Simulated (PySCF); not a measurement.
C₄H₉N.
Bonds: C1–C2 (double), C2–N3, N3–C4, N3–C5. Hydrogens: H6, H7 on C1; H8 on C2; H9, H10, H11 on C4; H12, H13, H14 on C5.

The same species was optimised twice, with GFN2-xTB and with PBE0-D3(BJ)/def2-SVP (PySCF), and the same property calculations (PySCF, gas phase) were run on both structures.

```tsv
coordinate	GFN2-xTB	PBE0-D3(BJ)/def2-SVP	change
C1–H6 (Å)	1.074	1.091	+0.017
C1–H7 (Å)	1.074	1.090	+0.016
C1=C2 (Å)	1.330	1.346	+0.016
C2–H8 (Å)	1.083	1.096	+0.013
C5–H13 (Å)	1.089	1.101	+0.012
C5–H14 (Å)	1.098	1.110	+0.012
C4–H9 (Å)	1.089	1.100	+0.011
C4–H10 (Å)	1.099	1.110	+0.011
C4–H11 (Å)	1.092	1.102	+0.010
C5–H12 (Å)	1.090	1.099	+0.009
N3–C5 (Å)	1.441	1.435	-0.006
N3–C4 (Å)	1.442	1.438	-0.004
C2–N3 (Å)	1.377	1.375	-0.002
C4–N3–C5 (°)	114.8	116.9	+2.1
H6–C1–H7 (°)	116.3	117.6	+1.3
H13–C5–H14 (°)	108.8	107.6	-1.2
N3–C4–H11 (°)	109.3	110.3	+1.0
C2–N3–C4 (°)	117.8	118.7	+0.9
N3–C4–H10 (°)	112.4	113.3	+0.9
N3–C5–H13 (°)	109.3	110.1	+0.8
H9–C4–H10 (°)	108.5	107.7	-0.8
C1–C2–N3–C4 (°)	155	156	+1
```

Rotational constants: A = 8725, B = 4101, C = 2936 MHz (GFN2-xTB) against A = 8669, B = 4070, C = 2907 MHz (PBE0-D3(BJ)/def2-SVP). Point groups within 0.08 Å: C1 and C1. Atoms that the bonding makes alike are paired by their places after alignment.

On the GFN2-xTB structure: lowest singlet, TDDFT (eV) 5.45 [CAM-B3LYP/def2-SVPD]; lowest triplet, Tamm–Dancoff (eV) 4.04 [CAM-B3LYP/def2-SVPD]; isotropic polarisability (au) 61.4 [CAM-B3LYP/def2-SVPD]; HOMO (eV) -6.95 [CAM-B3LYP/def2-SVPD]; LUMO (eV) 1.31 [CAM-B3LYP/def2-SVPD]; dipole (D) 1.53 [CAM-B3LYP/def2-SVPD]; HOMO (eV) -5.59 [PBE0/pcSseg-1]; LUMO (eV) 1.15 [PBE0/pcSseg-1]; dipole (D) 1.61 [PBE0/pcSseg-1]; GIAO shielding of C1 (ppm) 103.0 [PBE0/pcSseg-1]; GIAO shielding of C2 (ppm) 37.7 [PBE0/pcSseg-1]; GIAO shielding of N3 (ppm) 189.5 [PBE0/pcSseg-1]; GIAO shielding of C4/C5 (mean) (ppm) 145.5 [PBE0/pcSseg-1].

Q: What do these properties become on the PBE0-D3(BJ)/def2-SVP structure?

A: 
| property | level | on GFN2-xTB | on PBE0-D3(BJ)/def2-SVP | change |
| --- | --- | --- | --- | --- |
| lowest singlet, TDDFT (eV) | CAM-B3LYP/def2-SVPD | 5.45 | 5.38 | -0.07 |
| lowest triplet, Tamm–Dancoff (eV) | CAM-B3LYP/def2-SVPD | 4.04 | 3.95 | -0.09 |
| isotropic polarisability (au) | CAM-B3LYP/def2-SVPD | 61.4 | 62.6 | +1.2 |
| HOMO (eV) | CAM-B3LYP/def2-SVPD | -6.95 | -6.89 | +0.06 |
| LUMO (eV) | CAM-B3LYP/def2-SVPD | 1.31 | 1.29 | -0.02 |
| dipole (D) | CAM-B3LYP/def2-SVPD | 1.53 | 1.63 | +0.10 |
| energy, GFN2-xTB geometry as zero (kcal/mol) | CAM-B3LYP/def2-SVPD | 0.0 | -0.5 | -0.5 |
| HOMO (eV) | PBE0/pcSseg-1 | -5.59 | -5.54 | +0.05 |
| LUMO (eV) | PBE0/pcSseg-1 | 1.15 | 1.14 | -0.01 |
| dipole (D) | PBE0/pcSseg-1 | 1.61 | 1.70 | +0.09 |
| energy, GFN2-xTB geometry as zero (kcal/mol) | PBE0/pcSseg-1 | 0.0 | -0.3 | -0.3 |
| GIAO shielding of C1 (ppm) | PBE0/pcSseg-1 | 103.0 | 100.8 | -2.2 |
| GIAO shielding of C2 (ppm) | PBE0/pcSseg-1 | 37.7 | 35.9 | -1.8 |
| GIAO shielding of N3 (ppm) | PBE0/pcSseg-1 | 189.5 | 189.5 | 0.0 |
| GIAO shielding of C4/C5 (mean) (ppm) | PBE0/pcSseg-1 | 145.5 | 144.6 | -0.9 |

The heavy atoms differ by 0.021 Å rms after alignment. Among all bonds C1=C2, C1–H6 and C1–H7 change most and about equally (+0.016 to +0.017 Å). Changes are differences of the printed values. Neither structure is proved a minimum here.

The values belong to the conformer `[CH2:1]=[CH:2][N:3]([CH3:4])[CH3:5]`: C1–C2–N3–C4 156°.
